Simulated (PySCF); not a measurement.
DMSO, C2H6OS, SMILES CS(=O)C, PBE0/def2-SVP optimised geometry.

```
10

C     -0.46    -1.50     1.71
S      0.05    -1.13     0.00
C     -0.46     0.61     0.00
O      1.55    -1.13     0.00
H     -0.14    -2.53     1.90
H     -1.55    -1.41     1.82
H      0.08    -0.81     2.38
H      0.07     1.13     0.81
H     -0.14     1.02    -0.97
H     -1.55     0.71     0.11
```

Density from PBE0/def2-TZVP run with PySCF 2.14.0 at that geometry.

Minimum of the electron density along straight lines between bonded atoms, close to the bond critical point (lines longer than 1.1 times the sum of covalent radii, or with two minima, are not listed):

```tsv
bond	length / Å	ρ at the minimum / e bohr⁻³	∇²ρ there / e bohr⁻⁵	position (fraction from the first atom)
C1–S2	1.817	0.191	-0.36	0.47
S2–C3	1.817	0.191	-0.36	0.53
S2–O4	1.501	0.274	0.48	0.40
C1–H5	1.098	0.274	-0.93	0.65
C1–H6	1.100	0.271	-0.91	0.65
C1–H7	1.100	0.273	-0.92	0.65
C3–H8	1.100	0.273	-0.92	0.65
C3–H9	1.098	0.274	-0.93	0.65
C3–H10	1.100	0.271	-0.91	0.65
```
